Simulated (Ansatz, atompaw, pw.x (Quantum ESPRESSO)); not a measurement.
Mo (Z = 42): one change to the PAW (atompaw) potential, in the atom and in the bcc crystal

atompaw 4.2.0.5 input, output lines left out:

```
Mo 42
GGA-PBESOL scalarrelativistic loggrid 1500 logderivrange -7 5 301
5 5 4 0 0 0
5 0 1
5 1 0
4 2 5
0 0 0
c
c
c
v
v
c
c
v
v
c
v
2
2.80 2.65 2.05 2.40
n
n
y
1.3
n
custom polynom vanderbiltortho besselshape
3 -0.5 vpsmatchnc
1.65
2.80
1.90
2.80
2.80
2.80
```

Change: wave 4d (bound): rc 2.80 bohr becomes 4d (bound): rc 1.82 bohr.

Cutoffs, loose and tight: the cutoffs (Ry, on a coarse ladder) from which the occupation-weighted sum of valence levels, in a spherical-Bessel basis at the reference potential, stays within 10 and 1 mRy of its value at 400 Ry. They see the waves, projectors and local potential, not the compensation charge or the core.

Crystal test: bcc Mo in pw.x 7.5, no spin, 15³ k-points, Fermi–Dirac smearing 0.01 Ry, cutoffs set for each file from its atomic test. The reference is all-electron LAPW (Ansatz 0.2.0) with the same functional, mesh and smearing; V0 and B0 come from Birch–Murnaghan fits to the pressures at five volumes. Errors are pseudo minus all-electron; Δ is the rms difference of the E(V) curves that follow from these fits, minima aligned, over ±6 % about the mean V0. Mesh and smearing are coarse, so the numbers serve the comparison and aren't converged zero-temperature values; the lattice is a test structure that the element need not adopt.

All-electron: a0 = 3.131 Å (V0 = 15.34 Å³/atom), B0 = 279.7 GPa.

Does the change bring the crystal closer to the all-electron result?

The mean pressure error goes from -2.62 to -8.06 GPa, so the change moves the solid further from the all-electron pressures.

```tsv
quantity	base	changed
outcome (atom)	generated	generated
cutoff, loose (atom)	25 Ry	30 Ry
cutoff, tight (atom)	40 Ry	50 Ry
bound ghosts (atom)	none	none
cutoffs in pw.x (Ry)	50/500	60/600
a0 (Å)	3.121	3.099
a0 error (%)	-0.31	-1.01
B0 error (%)	+0.3	-0.7
Δ (meV/atom)	8.8	28.1
mean pressure error (GPa)	-2.62	-8.06
```

Base: The largest radius (2.80 bohr) exceeds half the bond length (2.56 bohr), so the spheres overlap, which is one possible source of error among others. Changed file: The largest radius (2.80 bohr) exceeds half the bond length (2.56 bohr), so the spheres overlap, which is one possible source of error among others. This is a poor potential for the solid. The atomic cutoffs weigh occupied waves only.
